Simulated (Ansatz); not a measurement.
The same path of AlH3O (5 atoms, charge 0, multiplicity 1) was run twice with different band settings. Lost on the way: Al1–H2, Al1–H3. Made: H2–H3.

Computed with RKS BLYP-D4/def2-mTZVP in Ansatz.

Relaxed end points:

```xyz
5
Properties=species:S:1:pos:R:3
Al 0.353 -0.084 0.185
H 0.237 -0.186 1.768
H 1.690 0.212 -0.608
O -1.039 -0.301 -0.807
H -1.913 -0.488 -0.423
```

```xyz
5
Properties=species:S:1:pos:R:3
Al -0.729 -0.210 -2.186
H 1.108 0.025 1.107
H 1.707 0.126 1.543
O -1.012 -0.319 -0.484
H -1.746 -0.469 0.135
```

Common settings: climbing image yes; spring 5.0 eV/Å²; optimiser quadratic models (default); start path through a guess of the saddle point; force threshold 0.05 eV/Å; iteration limit 60; end points relaxed.

| run | movable images |
| --- | --- |
| 1 | 7 |
| 2 | 3 |

Problem. What does each run give, and how far can it be trusted?

Solution. Run 1: converged after 23 iterations, highest image 3.193 eV above the first end. Neighbouring images differ by up to 2.4 eV, so the band resolves the path poorly. A vibrational analysis at the climbing image gives one clearly imaginary mode, 1321i cm⁻¹: a first-order saddle point.
Run 2: converged after 59 iterations, highest image 3.270 eV above the first end. Neighbouring images differ by up to 3.3 eV, so the band resolves the path poorly. The order of the point at the top wasn't checked. So few images can step over the top or miss a turn of the path.
The orbitals stay closed-shell, which can raise the energy where a bond breaks towards radicals; this wasn't checked here.
